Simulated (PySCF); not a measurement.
**[NO]+: core ionisation energies**

Species: NO+, NO (charge +1).
Atom-mapped SMILES: `[N:1]#[O+:2]`

Method: PySCF 2.14.0, delta-SCF UKS SCAN, pcX-2 on the ionised atom, pcseg-1 elsewhere, spin-free X2C. Binding energies are ΔSCF values: E(core-ionised, relaxed orbitals) − E(ground state) at a fixed geometry, referred to the vacuum level.

**Question.** What binding energy does each computed site have?

**Answer.** 
```
atom(s)           environment  level  binding energy (eV)  count
     N1  nitrogen bonded to O   N 1s               426.04      1
     O2    oxygen bonded to N   O 1s               558.22      1
```

**Question.** Which photon energy gives electrons from O 1s of O2 (atom 2) a kinetic energy of 200 eV, and what is their de Broglie wavelength?

**Answer.** hν = 558.22 + 200 = 758.22 eV, recoil neglected; λ = 12.264 Å/√(E/eV) = 0.87 Å.

The unrestricted hole states depart most from a pure doublet (⟨S²⟩ = 0.75; over 0.85 named) for N 1s of N1 (0.85), which makes this value less certain. The species carries charge +1, so core ionisation leaves charge +2. Geometry: PBE0-D3(BJ)/def2-SVP; no solvent, vibrations or thermal averaging.

The run took 1.4 s of wall time on an AMD EPYC 7R43 with one thread, on a shared host, and the process peaked at 0.28 GiB of memory.
